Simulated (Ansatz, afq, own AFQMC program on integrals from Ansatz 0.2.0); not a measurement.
**Atomization energy of AlBH, doublet**

```xyz
3

B     0.0000   -0.1388    1.5159
Al    0.0000    0.0968   -0.5473
H     0.0000   -1.1027   -1.6081
```

Connectivity, by distances: B–AlH.

Atoms in their ground-state spins without spin–orbit coupling (mostly on UHF) minus the molecule (UHF), without zero-point energy. The geometry is a stationary point, not shown to be a minimum.

Basis 6-31G. Only valence electrons are correlated. AFQMC by an in-house program on the Cholesky factors that Ansatz 0.2.0 writes for its CCSD(T) run. ph-AFQMC/CISD is guided by a CISD state made of CCSD amplitudes; releasing the constraint for a short imaginary time cuts its bias at the price of noise, slowly where states lie close. Error bars are statistical, one sigma. The errors of all members are added in quadrature.

Full CI on the same integrals is exact in this basis and with this determinant's frozen core.

Errors are counted within 6-31G, not against nature.

Cautions: AlBH (doublet): strong correlation (T1 0.072, weight of the determinant 0.82, largest double 0.12), unrestricted determinant spin contaminated (⟨S²⟩ 1.66 against 0.75), the next higher spin lies close, its ph-AFQMC/CISD value lies 18 ± 7 meV above full CI.

```json
{"level": "HF", "atomization energy (eV)": "2.994"}
{"level": "CCSD", "atomization energy (eV)": "3.141"}
```

**Question.** From these cheaper values, estimate the atomization energy at the reference level in 6-31G.

**Answer.** 3.305 eV (full CI in 6-31G).

| level | atomization energy (eV) | error against FCI (eV) |
| --- | --- | --- |
| MP2 | 3.185 | -0.120 |
| CCSD(T) | 3.213 | -0.092 |
| ph-AFQMC/HF | 3.462 ± 0.022 | 0.156 ± 0.022 |
| ph-AFQMC/CISD | 3.290 ± 0.007 | -0.015 ± 0.007 |
| released AFQMC | 3.306 ± 0.009 | 0.001 ± 0.009 |

Correlation beyond CCSD(T) adds 0.092 eV. The perturbative (T) step is worth +0.072 eV. Where the cautions show a poor determinant, the low rows tell how each method copes with it, not its usual error.

A walk keeps the symmetry of its determinant, which the program's search chose and which needn't be the lowest solution, so a lower state of the same spin and another symmetry isn't excluded. Released energies are given only where the last usable release times agree within the noise; a slower fall can still hide under it.
